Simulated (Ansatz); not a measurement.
**1T (CdI2-type) PdTe2**

Level of theory: PBEsol in Ansatz (PAW).

Numerical settings: plane-wave cutoff 500 eV, 12×12×8 k mesh (along the axes of the cell as run), Fermi–Dirac smearing 0.05 eV, scalar-relativistic PAW data made under PBE.

Cell (relaxed at this level):

```
PdTe2
1.0
    2.02034    -3.49932     0.00000
    2.02034     3.49932     0.00000
    0.00000     0.00000     5.06568
Te Pd
2 1
Cartesian
  2.02034   1.16644   1.35403
  2.02034  -1.16644   3.71165
  0.00000   0.00000   0.00000
```

```
Quantity                    Result
-------------------  -------------
volume per atom      23.88 Å³/atom
lattice constant a         4.041 Å
lattice parameter c        5.066 Å
```

Note: the cell comes from a level without a dispersion term, which matters for the spacing of layers, chains or molecules.

Spin–orbit coupling is not included.

The computed numbers hold no vibrational or temperature effects.

Cost on a shared machine: very roughly 2.6 core-minutes.

Ansatz is an electronic-structure program.
